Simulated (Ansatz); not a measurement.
Molecule (SMILES): Cl (HCl).
Atoms: Cl1, H2. Bonds: Cl1-H2.

Basis-set convergence of the highest harmonic wavenumber at HF with Ansatz (a first-principles code). Each level at its own minimum, finite differences of forces, unscaled; the reference is a large set that could be run, not a limit. All functions are spherical. The program fits the integrals of some runs and decomposes those of others, by size. No added dispersion term, no relativity. Reference: the value in aug-pcseg-3, 3142 cm⁻¹. Deviations are taken from unrounded values.

```tsv
basis	functions
def2-SV(P)	20
def2-SVP	23
aug-pcseg-1	36
aug-cc-pV(D+d)Z	41
def2-TZVP	43
def2-TZVPP	56
jun-cc-pV(T+d)Z	62
aug-pcseg-2	73
aug-cc-pV(T+d)Z	78
def2-QZVPP	100
aug-cc-pV(Q+d)Z	135
aug-pcseg-3	138
```

Which is the smallest set listed that can be trusted to 20 cm⁻¹ here, that is, within that of the reference together with its larger relatives (same family, alike in diffuse functions; a set with none to test it counts only in the reference's own line)?

The smallest set listed that lies within 20 cm⁻¹ of the reference with all its larger relatives (same family, alike in diffuse functions; a set with none counts only in the reference's own line) is aug-pcseg-1 (36 functions, 0 cm⁻¹ off). Value minus reference: def2-SV(P) -68, def2-SVP 29, aug-pcseg-1 0, aug-cc-pV(D+d)Z -1, def2-TZVP -3, def2-TZVPP 3, jun-cc-pV(T+d)Z 0, aug-pcseg-2 -13, aug-cc-pV(T+d)Z -2, def2-QZVPP 1, aug-cc-pV(Q+d)Z 1, aug-pcseg-3 0 cm⁻¹.
